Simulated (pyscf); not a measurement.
Structures and frequencies: ωB97X-D3(BJ)/def2-SVP in PySCF.

**Question.** Estimate the classical barrier height and the reaction energy of H₂O + H₂N–Zr(Cl)(Cl)–Cl -> HO–Zr(Cl)(Cl)–Cl + NH₃ at PBE/def2-TZVP. The step runs on the singlet surface, breaks H–O, N–Zr and forms O–Zr, H–N; take the separated reactants as zero.

**Answer.** ΔE‡ = -7.2 kcal/mol, ΔE = -16.6 kcal/mol. ωB97M-D3(BJ)/def2-TZVP gives -6.7 kcal/mol and -17.0 kcal/mol. Zero-point energy shifts the barrier by +0.7 kcal/mol. It is a four-centre exchange, with an imaginary mode of 804i cm⁻¹. On the reactant side the descent ends in an adduct with a O–Zr contact, 20.4 kcal/mol under the separated species and 11.7 kcal/mol under the saddle at ωB97X-D3(BJ)/def2-TZVP. On the product side the descent ends in an adduct with a N–Zr contact (not fully relaxed), 25.4 kcal/mol under the separated species and 33.1 kcal/mol under the saddle at ωB97X-D3(BJ)/def2-TZVP. At PBE the saddle lies under the separated reactants, which points to a path from their complex (located at ωB97X-D3(BJ) alone). What is counted as formed (O–Zr) is already present as a longer contact in the reactant adduct; forming that adduct is a step of its own. What is counted as broken (N–Zr) persists as a longer contact in the product adduct; parting that adduct is a step of its own. One saddle was located; it need not be the lowest between these sides. Elements past Kr carry the def2 core potentials, without spin-orbit coupling.
